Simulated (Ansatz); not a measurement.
1T (CdI2-type) SnSe2, treated with HSE06-D3(BJ) (plane waves, PAW; Ansatz, a program for electronic structure).

Settings: plane-wave cutoff 500 eV, 12×12×4 k mesh (along the axes of the cell as run), Fermi–Dirac smearing 0.05 eV, scalar-relativistic PAW data made under PBE.

Computed at the level's own relaxed cell.

**Question.** What does this level give for the volume per atom, lattice parameter a and c axis length?

**Answer.** 
volume per atom: 24.62 Å³/atom
lattice parameter a: 3.781 Å
c axis length: 5.967 Å

Measured, for comparison: lattice parameter c 6.14 Å (temperature not stated, not corrected to a static lattice; as tabulated in Gonzalez and Oleynik (2016), arXiv:1609.04381). Computed (rounded) less measured: lattice parameter c -2.8 %.

Note: exact exchange on metals is sensitive to the k mesh and can open a false gap.

Spin–orbit coupling is not included.

Static lattice: no zero-point or thermal effects.

It cost very roughly 110 core-minutes of CPU time.
